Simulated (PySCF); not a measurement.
## Isomerisation enthalpies of C5H10S

**What was measured.**

CRC Handbook of Chemistry and Physics lists, for the gas at 298.15 K: enthalpy of formation of `C1CCSCC1` (thiane) -63.5 kJ/mol; enthalpy of formation of `SC1CCCC1` (cyclopentanethiol) -48.1 kJ/mol.

The results are set against them at the end.

Differences of these values give the isomerisation enthalpies. Geometries: GFN2-xTB; runs in PySCF, gas phase, with a dispersion term only where the level names one. Total electronic energies (Eh):

| SMILES | PBE0/pcSseg-1 |
| --- | --- |
| C1CCSCC1 | -594.32812 |
| SC1CCCC1 | -594.32016 |

Zero-point and thermal terms are left out, so the computed numbers are electronic energies.

**Comparison with experiment**

Relative to `C1CCSCC1`, the lowest by measurement, in kJ/mol (measured: enthalpies at 298.15 K; computed: electronic energies):

```json
{"SMILES": "C1CCSCC1", "measured": "0.0", "PBE0/pcSseg-1": "0.0"}
{"SMILES": "SC1CCCC1", "measured": "15.4", "PBE0/pcSseg-1": "20.9"}
```

Measured values: -63.5 kJ/mol (298.15 K; CRC Handbook of Chemistry and Physics) for the first row; the others come from the same table. Unsigned miss: PBE0/pcSseg-1 5.5 kJ/mol. One conformer stands for `SC1CCCC1`, not necessarily the lowest, while the measurement averages over conformers. Where a level misses, the cause wasn't examined.
